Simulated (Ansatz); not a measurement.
Basis-set series for C₅H₁₂ (`CC(C)(C)C`). Charge 0, multiplicity 1. Geometry: relaxed with PBE0-D4/def2-TZVP.

| atom | x (Å) | y (Å) | z (Å) |
| --- | --- | --- | --- |
| C1 | 0.168 | 1.178 | 0.956 |
| C2 | 0.000 | 0.000 | 0.000 |
| C3 | 0.416 | -1.289 | 0.703 |
| C4 | 0.877 | 0.214 | -1.230 |
| C5 | -1.461 | -0.102 | -0.428 |
| H6 | -0.449 | 1.050 | 1.849 |
| H7 | 1.209 | 1.276 | 1.279 |
| H8 | -0.124 | 2.117 | 0.478 |
| H9 | 0.306 | -2.151 | 0.039 |
| H10 | -0.198 | -1.469 | 1.590 |
| H11 | 1.461 | -1.243 | 1.022 |
| H12 | 0.775 | -0.616 | -1.935 |
| H13 | 1.932 | 0.290 | -0.952 |
| H14 | 0.601 | 1.134 | -1.754 |
| H15 | -1.611 | -0.940 | -1.115 |
| H16 | -1.787 | 0.810 | -0.936 |
| H17 | -2.114 | -0.256 | 0.436 |

```
functional       basis  functions  energy (Eh)  HOMO (eV)  LUMO (eV)
   PBE0-D4  def2-TZVPP        323   -197.60172      -8.99       0.99
   PBE0-D4  def2-QZVPP        645   -197.61319      -8.99       0.55
   ωB97M-V  def2-TZVPP        323   -197.71558     -11.30       2.40
   ωB97M-V  def2-QZVPP        645   -197.72702     -11.30       1.64
```

Problem. Give the rows for def2-SVP. (An estimate is asked.)

Solution. Ansatz gave: 
| functional | basis | functions | energy (Eh) | HOMO (eV) | LUMO (eV) |
| --- | --- | --- | --- | --- | --- |
| PBE0-D4 | def2-SVP | 130 | -197.38862 | -8.97 | 1.55 |
| ωB97M-V | def2-SVP | 130 | -197.48643 | -11.28 | 3.17 |

Positive LUMOs are unbound and depend on the basis.
